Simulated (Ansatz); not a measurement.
BH$_{3}$O, singlet: a relaxation.

in.yaml

```yaml
crystal:
  periodic: [false, false, false]
  atoms:
    - {symbol: B, position_ang: [0.037875, 0.207482, -0.320147]}
    - {symbol: H, position_ang: [0.198499, 0.117321, 1.094821]}
    - {symbol: O, position_ang: [-0.458819, -0.917535, -0.683428]}
    - {symbol: H, position_ang: [-0.181977, -0.678636, 0.628564]}
    - {symbol: H, position_ang: [0.404423, 1.271368, -0.719810]}
basis:
  gaussian: {orbitals: cc-pVDZ}
hamiltonian: {xc: pbe, dispersion: d4}
relax: {f_tol: 0.01, max_steps: 60, escape_saddle: true}
```

Launched with

```bash
ansatz run in.yaml --threads 2 --pin off --events-out ev --progress --plain --max-ram 4352MiB
```

The run's output (Ansatz 0.2.0):

```
Error: invalid value for `relax.escape_saddle`: a Gaussian basis doesn't support `true`; leave it out, and run phonons on the result
```

The run took about 0.05 s on 2 CPU threads of an Arm Neoverse V2 (shared host).


The program refused the input.